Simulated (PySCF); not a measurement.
Process, species as SMILES: C1CC=1 → [C-]1=CC1 + H+
B3LYP-D3(BJ)/def2-TZVP geometries, fixed; electronic energies without zero-point terms.

Effect of the SCF energy threshold at HF/aug-cc-pVTZ with PySCF, against the last row, where the deprotonation energy is 399.19 kcal/mol. The proton leaves the site shown, which need not be the most acidic.

| setting | SCF cycles, largest species | largest shift of a total energy (mEh) | shift of the deprotonation energy (kcal/mol) |
|---|---|---|---|
| conv_tol: 1e-4 | 5 | 0.010 | 0.006 |
| conv_tol: 1e-5 | 5 | 0.000 | 0.000 |
| conv_tol: 1e-6 | 6 | 0.000 | 0.000 |
| conv_tol: 1e-7 | 7 | 0.000 | 0.000 |
| conv_tol: 1e-11 | 10 | 0.000 | 0.000 |

Within 0.02 kcal/mol in the deprotonation energy: conv_tol: 1e-4; conv_tol: 1e-5; conv_tol: 1e-6; conv_tol: 1e-7. The largest shift is 0.010 mEh in a total energy and 0.006 kcal/mol in the difference.
